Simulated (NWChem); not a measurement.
# [NO2]− (nitrite) at B3LYP/6-31G(d) (spherical functions)

Aim: the vertical singlet–triplet gap of [NO2]− (nitrite) at B3LYP/6-31G* (spherical functions), from 2 runs. 

The calculation is run with NWChem 7.3.0.

3 further runs of the same task are left out: 2 that didn't finish, 1 set aside as unsound or not needed. Runs told in other sessions of the task aren't counted.

**1. The structure to begin with**

The species is [NO2]− (3 atoms), meant as a singlet with charge -1. SMILES: `O=N[O-]`. Geometry: relaxed at PBE0-D4/def2-TZVPD.

Bond lengths: O1–N2 1.245 Å, N2–O3 1.245 Å. Angles: O1–N2–O3 116.8°.

**2. Energy and forces at B3LYP/6-31G(d) (spherical functions)**

no2.xyz

```xyz
3
NO2 gradient
O      0.322840     0.992650     0.287620
N      0.325750    -0.245400     0.151990
O     -0.648590    -0.747260    -0.439610
```

no2.nw

```
start no2
title "NO2 gradient"
memory 2200 mb
charge -1

geometry noautosym nocenter noautoz
  load no2.xyz
end

basis spherical bse
  O library 6-31G*
  N library 6-31G*
end

dft
  xc b3lyp
  grid xfine
  convergence energy 1e-08
  iterations 100
  mulliken
  noprint "final vectors analysis"
end

task dft gradient
```

On the command line:

```
$ nwchem no2.nw > no2.out
```

Log (excerpt; [...] marks lines left out):

```text
[...]
          Wavefunction type:  closed shell.
          No. of atoms     :     3
          No. of electrons :    24
[...]
          Charge           :    -1
          Spin multiplicity:     1
[...]
          AO basis - number of functions:    42
[...]
              XC Information
              --------------
                         B3LYP Method XC Potential
                     Hartree-Fock (Exact) Exchange  0.200
                        Slater Exchange Functional  0.800 local
                    Becke 1988 Exchange Functional  0.720 non-local
              Lee-Yang-Parr Correlation Functional  0.810
                  VWN I RPA Correlation Functional  0.190 local
[...]
 d= 0,ls=0.0,diis     1   -204.8794776685 -2.68D+02  4.03D-02  2.12D+00     0.4
[...]
 d= 0,ls=0.0,diis    10   -205.1124697578 -5.12D-11  1.87D-07  3.90D-10     3.0
         Total DFT energy =     -205.112469757755
      One electron energy =     -414.745916894812
           Coulomb energy =      170.412746463598
    Exchange-Corr. energy =      -24.331767630688
 Nuclear repulsion energy =       63.552468304147
[...]
      Total Density - Mulliken Population Analysis
     ---------------------------------------------
    Atom       Charge   Shell Charges
 -----------   ------   -------------------------------------------------------
    1 O    8     8.55   2.00  0.92  2.86  0.96  1.79  0.03
    2 N    7     6.91   2.00  0.86  2.25  0.81  0.88  0.11
    3 O    8     8.55   2.00  0.92  2.86  0.96  1.79  0.03
[...]
  wavefunction    = closed shell
                         DFT ENERGY GRADIENTS
    atom               coordinates                        gradient
                 x          y          z           x          y          z
   1 O       0.610079   1.875837   0.543523    0.002063  -0.033695  -0.002600
   2 N       0.615578  -0.463739   0.287219   -0.029383   0.022143  -0.013709
   3 O      -1.225657  -1.412117  -0.830742    0.027321   0.011552   0.016309
[...]
```

It took 4.2 s on 1 thread of Intel Xeon 6975P-C (Granite Rapids), shared host; peak memory 0.12 GiB.

**3. The triplet: a single-point energy at UB3LYP/6-31G(d) (spherical functions)**

no2.nw

```
start no2
title "NO2 B3LYP"
memory total 2200 mb
charge -1

geometry units au noautosym nocenter noautoz
   O    0.61007918   1.87583664   0.54352303
   N    0.61557829  -0.46373879   0.28721947
   O   -1.22565747  -1.41211674  -0.83074250
end

basis spherical bse
   * library 6-31G*
end

dft
   xc b3lyp
   mult 3
   grid xfine
   convergence energy 1e-08
   maxiter 100
   mulliken
end

task dft energy
```

On the command line:

```
$ nwchem no2.nw > no2.out
```

Log (excerpt; [...] marks lines left out):

```text
[...]
          Wavefunction type:  spin polarized.
          No. of atoms     :     3
          No. of electrons :    24
[...]
          Charge           :    -1
          Spin multiplicity:     3
[...]
          AO basis - number of functions:    42
[...]
              XC Information
              --------------
                         B3LYP Method XC Potential
                     Hartree-Fock (Exact) Exchange  0.200
                        Slater Exchange Functional  0.800 local
                    Becke 1988 Exchange Functional  0.720 non-local
              Lee-Yang-Parr Correlation Functional  0.810
                  VWN I RPA Correlation Functional  0.190 local
[...]
 d= 0,ls=0.0,diis     1   -204.8033987223 -2.68D+02  2.44D-02  6.08D-01     0.5
[...]
 d= 0,ls=0.0,diis    10   -205.0271864150 -6.34D-10  4.89D-07  1.95D-09     4.6
[...]
         Total DFT energy =     -205.027186415048
      One electron energy =     -414.809184489837
           Coulomb energy =      170.602981424368
    Exchange-Corr. energy =      -24.373447037092
 Nuclear repulsion energy =       63.552463687513
[...]
      Total Density - Mulliken Population Analysis
     ---------------------------------------------
    Atom       Charge   Shell Charges
 -----------   ------   -------------------------------------------------------
    1 O    8     8.54   2.00  0.91  2.86  0.96  1.78  0.03
    2 N    7     6.92   2.00  0.82  2.37  0.64  0.99  0.10
    3 O    8     8.54   2.00  0.91  2.86  0.96  1.78  0.03
[...]
      <S2> =      2.0067 (Exact =     2.0000)
[...]
```

Run time: 5.4 s. Hardware: 1 thread of Intel Xeon 6975P-C (Granite Rapids), shared host; peak memory 0.11 GiB.

**4. What came out**

Level: B3LYP/6-31G* (spherical functions).

```
                                        quantity          value
                           singlet: total energy  -205.11247 Eh
               singlet: largest force on an atom     2.019 eV/Å
                           triplet: total energy  -205.02719 Eh
     triplet: HOMO energy (highest over α and β)        4.24 eV
      triplet: LUMO energy (lowest over α and β)        4.74 eV
                                   triplet: ⟨S²⟩          2.007
vertical energy of the triplet above the singlet       2.321 eV
```

At this shape the triplet lies 2.32 eV (224 kJ/mol) above the singlet. The largest force (singlet) is 2.02 eV/Å: the shape isn't a stationary point for this species at this level. The HOMO (triplet) lies at positive energy, 4.24 eV, from the functional's self-interaction, a short basis or an electron that isn't bound; only total energies against the neutral tell.
